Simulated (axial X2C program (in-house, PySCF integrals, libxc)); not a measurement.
**SiCl: bond constants with and without spin–orbit coupling**

Calculated with an in-house relativistic program for diatomic molecules. Spin-free means the one-electron spin-free X2C Hamiltonian; two-component (2c) means X2C with spin–orbit coupling and atomic mean-field two-electron Coulomb and Gaunt terms, so the difference of the two also holds small scalar two-electron terms. Basis: Cl dyall-av3z [9s8p3d2f], Si dyall-v3z [8s7p2d1f] (cores contracted in-house); Gaussian nuclei, density fitting, unrestricted open shells. Masses: Cl 34.969 u, Si 27.977 u.

Input:
```json
{
 "zs": [
  17,
  14
 ],
 "q": 0,
 "bas": [
  "dyall-av3z",
  "dyall-v3z"
 ],
 "levels": [
  "PBE0",
  "HF",
  "BLYP"
 ],
 "cc": true,
 "r0": 2.15,
 "thr": -2.0,
 "nmax": 90,
 "npts": 10,
 "nst": 2,
 "ntry": 6
}
```
```bash
python so2c.py task.json out
```

Keys: zs atomic numbers; q charge; bas basis sets; levels methods; cc coupled cluster on or off; r0 starting distance in Å; thr threshold in hartree for freezing inner shells (an s shell follows its p shell); nmax most natural virtual spinors; npts points on the curve; nst determinants followed; ntry starts of the search. HF also brings MP2.

State, spin-free: M_S = 1/2, Λ = 1 (beyond evenly filled blocks: π+α); electrons by block: σα: 9, σβ: 9, π+α: 4, π+β: 3, π-α: 3, π-β: 3. Fragments: Cl + Si.

State, 2c: Ω = 1/2 (⟨Sz⟩ = -0.50, ⟨Lz⟩ = 1.00 at PBE0); electrons by block: 1/2: 13, -1/2: 12, 3/2: 3, -3/2: 3. Fragments: Cl + Si.

```tsv
Hamiltonian	level	Re (Å)	ωe (cm⁻¹)	Be (cm⁻¹)	De (eV)	μ (D)
spin-free	PBE0	2.078	528.1	0.2511	4.33	0.86
spin-free	HF	2.087	524.6	0.249	2.91	1.16
spin-free	MP2	2.081	529.9	0.2504	4.34	n/a
spin-free	CCSD	2.086	525.9	0.2493	4.05	n/a
spin-free	CCSD(T)	2.089	522.4	0.2486	4.18	n/a
spin-free	BLYP	2.117	483.7	0.2419	4.27	1.01
2c	PBE0	2.079	528.1	0.251	4.34	0.86
2c	HF	2.087	524.6	0.2489	2.86	1.16
2c	MP2	2.082	530.0	0.2503	4.32	n/a
2c	CCSD	2.086	526.0	0.2493	4.03	n/a
2c	CCSD(T)	2.089	522.5	0.2485	4.16	n/a
2c	BLYP	2.118	483.6	0.2419	4.28	1.01
```

Correlated methods: 11 electrons correlated (number of frozen shells: Cl 2 s, 1 p; Si 2 s, 1 p), 167 virtual spin orbitals or spinors in MP2, 90 natural virtuals in coupled cluster.

Dipoles are positive if Si is the positive end.

Occupations by symmetry block were frozen at the best pattern of an incomplete PBE0 search. De is counted from the lowest determinant-based energies of the atoms at the same level, without counterpoise correction. Density functionals use the spin component along the axis (collinear). Coupled cluster ran in a truncated set of natural virtual spinors; the MP2 energy of the rest was added. (T) has no such correction and the atoms are truncated less, which lowers De at CCSD(T) by a hundredth of an eV or more. The 2c atoms are single determinants rather than J levels; their spin–orbit lowering is only partly caught, and De is too large by that part. This holds for PBE0, MP2, CCSD, CCSD(T), BLYP. Without a current term, density functionals place determinants with orbital angular momentum somewhat too high.

Rough cost a point (2c) on 1 thread(s) of a shared host, integrals apart: PBE0 0.24 s, HF 0.12 s, CCSD(T) 5 s, BLYP 0.17 s.

The whole task took 94 s on 1 thread of Intel(R) Xeon(R) Processor @ 2.30GHz (shared host).
